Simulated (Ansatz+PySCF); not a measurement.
# singlet CH₃Cl: levels of theory in one basis

```yaml
atoms:
  - { symbol: C, position_ang: [0.0000, 0.0000, -1.0298] }
  - { symbol: Cl, position_ang: [0.0000, 0.0000, 0.6035] }
  - { symbol: H, position_ang: [0.0000, -0.9537, -1.3603] }
  - { symbol: H, position_ang: [-0.8259, 0.4768, -1.3603] }
  - { symbol: H, position_ang: [0.8259, 0.4768, -1.3603] }
```

Basis set: def2-SVP (spherical functions). Left uncorrelated: 6 orbitals. Charge 0, multiplicity 1.

Computed with Ansatz (development build ahead of 0.2.0); each method stands on the lowest determinant of its kind that the runs found. NEVPT2 correlates all electrons. Active spaces start from the frontier orbitals, and the lowest solution found is given.

| method | E − E(RHF) (eV) | <S²> of the determinant |
| --- | --- | --- |
| RHF | 0.00 | 0.00 |
| RHF-MP2 | -7.66 | – |
| RHF-CCSD | -8.43 | – |
| CASSCF(2,2) | -0.37 | – |
| SC-NEVPT2(2,2) | -7.95 | – |

Q: What does RHF-CCSD(T) give on the same scale?

A: -8.60 eV.

Q: Is a single determinant a sound starting point here?

A: By this sign, yes. Unrestricted orbitals gain 0.00 eV and <S²> is 0.00 against 0.00 for a pure state. The CASSCF(2,2) natural occupations are 1.99, 0.01.

Caution for CASSCF(2,2): other starts end on other solutions of this active space.
